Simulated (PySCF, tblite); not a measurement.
Task: Write Cartesian coordinates for InChI=1S/C4H10O/c1-3-4-5-2/h3-4H2,1-2H3 as optimised with GFN2-xTB.

Result: 
```
atom  x, y, z in Å
C1    -2.2706    0.0123    0.4112
C2    -1.0750   -0.4824   -0.3917
C3     0.2264    0.1285    0.1135
O4     1.2957   -0.3587   -0.6653
C5     2.5382    0.1527   -0.2665
H6    -3.1886   -0.4346    0.0384
H7    -2.3593    1.0941    0.3372
H8    -2.1614   -0.2505    1.4613
H9    -1.1940   -0.2225   -1.4444
H10   -0.9974   -1.5685   -0.3246
H11    0.3828   -0.1347    1.1728
H12    0.1819    1.2283    0.0452
H13    3.2844   -0.2853   -0.9259
H14    2.7656   -0.1175    0.7732
H15    2.5670    1.2468   -0.3564
```

Orientation and origin are arbitrary. Atoms count from 1 in this order. O4 (ether oxygen) is bent (angle 112.9°). The 5 heavy atoms lie in one plane (0.001 Å rms). Of the pairs four or more bonds apart, H11···H14 is among the closest relative to their van der Waals radii: 2.42 Å, 101 % of the sum of Bondi's values.

Bonds between heavy atoms (Å): C1–C2 1.523, C2–C3 1.524, C3–O4 1.410, O4–C5 1.402.

The geometry is computed with GFN2-xTB (gas phase).

Point group: Cs (tolerance 0.08 Å). Its GFN2-xTB frequencies are all real (lowest 87 cm⁻¹). One conformer, not necessarily the lowest (C1–C2–C3–O4 180°, C2–C3–O4–C5 180°).
